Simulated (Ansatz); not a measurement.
Crystal: MgO₃, ReO3 type, 4 atoms in the cell.

All numbers below come from PBE, plane waves, PAW datasets (generated soft set 1) in Ansatz 0.2.0 development build.

Cutoff 420 eV; k-mesh 27×27×27 Γ-centred; Fermi–Dirac smearing of 0.0612 eV; no spin polarisation.

| V (Å³/atom) | a (Å) | E − E(min) (meV/atom) | P (GPa) |
| --- | --- | --- | --- |
| 14.603 | 3.8800 | 11.76 | 4.19 |
| 14.914 | 3.9073 | 5.13 | 2.67 |
| 15.224 | 3.9343 | 1.31 | 1.30 |
| 15.535 | 3.9609 | 0.00 | 0.07 |
| 15.846 | 3.9871 | 0.95 | -1.04 |
| 16.156 | 4.0130 | 3.94 | -2.03 |
| 16.467 | 4.0385 | 8.75 | -2.92 |

Problem. Fit a third-order Birch–Murnaghan equation of state to the energies.

Solution. V₀ = 15.554 Å³/atom (a₀ = 3.962 Å), B₀ = 57.9 GPa, B₀′ = 4.37.

The published all-electron PBE values for this crystal (mean of FLEUR and WIEN2k, k-spacing 0.06 Å⁻¹; Bosoni et al., Nat. Rev. Phys. 6, 45 (2024)) are V₀ = 15.535 Å³/atom, B₀ = 57.8 GPa, B₀′ = 4.36.

The stress includes the program's correction for the finite plane-wave basis.

This cubic structure is a model: it isn't the usual form of the substance at ambient conditions, and such phases are metastable or hypothetical. Spin polarisation is left out, and a magnetic state may lie lower.
